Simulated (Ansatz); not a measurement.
`CCCCCCCC` → `CCC(C)CC(C)C`  (isomerisation)

Program: Ansatz. Geometries: PBE0-D4/def2-TZVP. ΔE: electronic, gas phase. CCSD(T)/CBS adds triple-zeta CCSD(T) − MP2 to the extrapolated MP2 energy (def2 sets, frozen cores). DFT in def2-TZVPP. HSE06 is defined as in plane-wave codes. One conformer a species, not always the lowest.

(1) Is it downhill or uphill in electronic energy at CCSD(T)/CBS, and by how much? (Estimate.)

(2) What do these levels give: CAM-B3LYP-D4, HSE06, LC-ωPBE, HF/def2-SVP, CCSD(T)/def2-TZVPP, MP2/def2-QZVPP? (Best estimate.)

Largest T1 diagnostic among the species: 0.009.

Results:

(1) Computed: Downhill: ΔE = -10.0 kJ/mol.

(2) Computed: CAM-B3LYP-D4 -6.1, HSE06 -1.2, LC-ωPBE -2.3, HF/def2-SVP 6.5, CCSD(T)/def2-TZVPP -10.4, MP2/def2-QZVPP -13.5 kJ/mol.

In def2-TZVPP, CCSD(T) changes the Hartree–Fock value by −17.3 kJ/mol (the triples alone add −2.9 kJ/mol) and MP2 by −20.6 kJ/mol. The D4 term adds −8.6 kJ/mol with B3LYP and −4.9 kJ/mol with PBE0; it sums over pairs of atoms, weighted by their polarisabilities, and B3LYP, whose exchange is more repulsive, gets the larger term.

B3LYP here is the variant with VWN-RPA as its local correlation; programs differ in this.
